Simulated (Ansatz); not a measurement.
# AlOS: the cost of one run

Computed with Ansatz 0.2.0, Gaussian basis. Level: def2-QZVPP, all electrons in the functionals, frozen cores in the correlation of double hybrids and RPA.

The runs, in order: B2PLYP, at charge 0, doublet; charge 0, quartet; charge 1, singlet; charge 1, triplet.

2 further runs of the same task are left out: 2 set aside as unsound or not needed.

### 1 The system

The geometry is a PBE0/def2-TZVP stationary point (not a proven minimum).

3 atoms, charge 0, spin multiplicity 2.

Atoms are counted from 1 here; the program's logs count them from 0.

Bond lengths: Al1–O2 1.721 Å, O2–S3 1.597 Å. Angles: Al1–O2–S3 180.0°.

No dispersion term is added.

The geometry shown and the zero of energy belong to the point charge 0, doublet. The yardstick, UCCSD(T), and other wave-function levels (R restricted, U unrestricted, valence and pair active spaces) come from earlier runs.

### 2 B2PLYP, charge 0, doublet

in.yaml

```yaml
crystal:
  periodic: [false, false, false]
  atoms:
    - {symbol: Al, position_ang: [0.000000, 0.000000, 1.679600]}
    - {symbol: O, position_ang: [0.000000, 0.000000, -0.041100]}
    - {symbol: S, position_ang: [0.000000, 0.000000, -1.638500]}
basis:
  gaussian: {orbitals: "def2-QZVPP.json"}
magnetization: {spin_polarized: true, initial_magnetization: 1}
hamiltonian: {xc: {name: B2PLYP}}
correlation: {electrons: outside_noble_gas}
```

The run is started by

```bash
$ ansatz run in.yaml --threads 1 --pin off --events-out ev --progress --plain --max-ram 2393MiB
```

**Question.** How long does this run take on 1 thread of Arm Neoverse V1, shared host, and how much memory does it need?

About 15 s, with a peak of 0.48 GiB.
